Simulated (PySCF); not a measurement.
ethylene (C2H4), SMILES C=C.

Geometry: B3LYP-D3(BJ)/def2-TZVP.

Two levels are set side by side: TDDFT-PBE/def2-TZVPD (PySCF) and TDDFT-ωB97X/def2-TZVPD (PySCF). Vertical, same geometry. The lowest singlet is HOMO→LUMO+1 100 % with PBE and HOMO→LUMO 98 % with the other functional; states are paired by order. Differences are taken from unrounded values.

| quantity | TDDFT-ωB97X | TDDFT-PBE | TDDFT-PBE minus TDDFT-ωB97X |
|---|---|---|---|
| lowest singlet excitation (eV) | 7.74 | 6.96 | -0.78 |
| lowest triplet excitation (TDA) (eV) | 4.55 | 4.60 | 0.05 |
| first bright state (f over 0.05) (eV) | 7.74 | 6.96 | -0.78 |
| its oscillator strength | 0.38 | 0.07 | -0.31 |

A lower first singlet is the usual sign of a functional without exact exchange. Differences between two approximate levels are no errors against the true value.

Rough cost on one machine, each run with all the roots and properties that it gave: TDDFT-ωB97X against TDDFT-PBE about 5 times.
